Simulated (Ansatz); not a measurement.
**SiNH4 (doublet): from Hartree-Fock to the top rungs at distance N1–H4 along a hydrogen transfer = 1.286 Å, cc-pVDZ**

Aim: climb from Hartree-Fock through coupled cluster and multireference methods for SiNH4 (doublet) at one geometry and basis, and see what each rung misses.

Method: cc-pVDZ, core rule «outside noble gas», up to 6 orbitals frozen; program: Ansatz 0.2.0, Gaussian basis.

To be run: UHF; CCSD(T) on ROHF; CCSD(T) on UHF; BCCD(T) on ROHF; CISD; CCSDT(Q) on ROHF; CCSDT(Q) on UHF; CASSCF and MRCISD+Q, 3 electrons in 3 orbitals; CASSCF and NEVPT2, 3 electrons in 3 orbitals.

11 further runs of the same task are left out: 10 that didn't finish, 1 set aside as unsound or not needed.

### 1 What is computed

The geometry derives from fragments relaxed apart (PBE0/def2-TZVP) and kept rigid, so it is no stationary point. A hydrogen atom is moved between rigid fragments.

6 atoms, charge 0, spin multiplicity 2.

Atoms are counted from 1 here; the program's logs count them from 0.

Bond lengths: N1–H2 1.012 Å, N1–H3 1.012 Å, N1–H4 1.286 Å, H4–Si5 1.486 Å, Si5–H6 1.532 Å. Angles: H2–N1–H3 107.1°, H2–N1–H4 107.1°, H3–N1–H4 107.1°, N1–H4–Si5 180.0°, H4–Si5–H6 105.0°.

### 2 UHF

Contents of in.yaml:

```yaml
crystal:
  periodic: [false, false, false]
  atoms:
    - {symbol: N, position_ang: [-1.772257, 0.019973, -0.019236]}
    - {symbol: H, position_ang: [-2.069537, 0.987807, -0.019236]}
    - {symbol: H, position_ang: [-2.069536, -0.382326, 0.861023]}
    - {symbol: H, position_ang: [-0.486257, 0.019973, -0.019236]}
    - {symbol: Si, position_ang: [0.999743, 0.019973, -0.019236]}
    - {symbol: H, position_ang: [1.396177, -1.459540, -0.019236]}
basis:
  gaussian: {orbitals: cc-pVDZ}
magnetization: {spin_polarized: true, initial_magnetization: 1}
hamiltonian: {xc: hf}
output: {orbitals: {seedname: orbitals}}
```

The run is started by

```console
$ ansatz run in.yaml --threads 1 --pin off --events-out ev --progress --plain --max-ram 2393MiB
```

Further steps of the session: CCSD(T) on ROHF; CCSD(T) on UHF; BCCD(T) on ROHF; CISD; CCSDT(Q) on ROHF; CCSDT(Q) on UHF; CASSCF and MRCISD+Q, 3 electrons in 3 orbitals; CASSCF and NEVPT2, 3 electrons in 3 orbitals.

Q: Predict the results of all the runs planned. Wanted: RCCSDT(Q) below the RHF energy; RMP2 from RCCSDT(Q); UMP2 from RCCSDT(Q); RCCSD from RCCSDT(Q); RCCSD(T) from RCCSDT(Q); UCCSD(T) from RCCSDT(Q); UCCSDT(Q) from RCCSDT(Q); NEVPT2 pair from RCCSDT(Q); MRCISD+Q pair from RCCSDT(Q).

The runs gave:

| quantity | value |
| --- | --- |
| RCCSDT(Q) below the RHF energy | -9.0429 eV |
| RMP2 from RCCSDT(Q) | +32.05 kcal/mol |
| UMP2 from RCCSDT(Q) | +39.96 kcal/mol |
| RCCSD from RCCSDT(Q) | +8.22 kcal/mol |
| RCCSD(T) from RCCSDT(Q) | +1.52 kcal/mol |
| UCCSD(T) from RCCSDT(Q) | +2.88 kcal/mol |
| UCCSDT(Q) from RCCSDT(Q) | -0.02 kcal/mol |
| NEVPT2 pair from RCCSDT(Q) | +26.94 kcal/mol |
| MRCISD+Q pair from RCCSDT(Q) | +2.78 kcal/mol |
| levels within 1 kcal/mol (43 meV) | RCCSDT, UCCSDT, UCCSDT(Q) |
| T1 diagnostic | 0.032 |

What this shows: RCCSD(T) lands +1.52 kcal/mol from the yardstick (0.7 % of the correlation energy). CCSD(T) misses by +1.52 kcal/mol on the restricted determinant and by +2.88 kcal/mol on the unrestricted one; the two need not hold the same state or core. Of the multireference levels listed MRCISD+Q pair comes nearest in total energy (+2.78 kcal/mol), which doesn't show that its space is the better one. These misses are within one basis, not against nature; the frozen cores of restricted and unrestricted runs differ, which can shift their rows.
